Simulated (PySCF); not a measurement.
LiS and its ions

UHF; basis Li 6-311G(d,p), S 6-311G(d,p); no relativity; PySCF 2.14. Neutral (UHF): doublet (π ↑), Re = 2.171 Å, ωe = 576 cm⁻¹, De = 2.03 eV, HOMO -8.02 eV, LUMO -0.35 eV.

LiS⁺ (UHF): triplet (π ↑↑), Re = 2.487 Å, ωe = 346 cm⁻¹, De = 0.76 eV to Li⁺ + S. The energies at the minima are -405.00510 hartree for LiS and -404.76220 for LiS⁺.

(1) Work out the adiabatic ionisation energy, without and with harmonic zero-point energies (1 hartree = 27.2114 eV, 1 eV = 8065.5 cm⁻¹), and the change of the bond length.

For an ion De counts to the pair picked by the measured ionisation energies or electron affinities, which need not be the lowest pair at this level. Hartree–Fock leaves out correlation, which carries a large part of most bond energies and some tenths to 1 eV of ionisation energies. States were picked by a PBE0 search and need not be the measured ground states.

## Answers

(1) At UHF: 0.24290 hartree = 6.610 eV between the minima; the zero-point term (346.0 − 576.0)/2 cm⁻¹ = -0.014 eV makes it 6.595 eV. Re changes by +31.6 pm against the neutral. The electron leaves a π orbital; in so polar a molecule the change of length follows mostly from the change of the ionic charges.
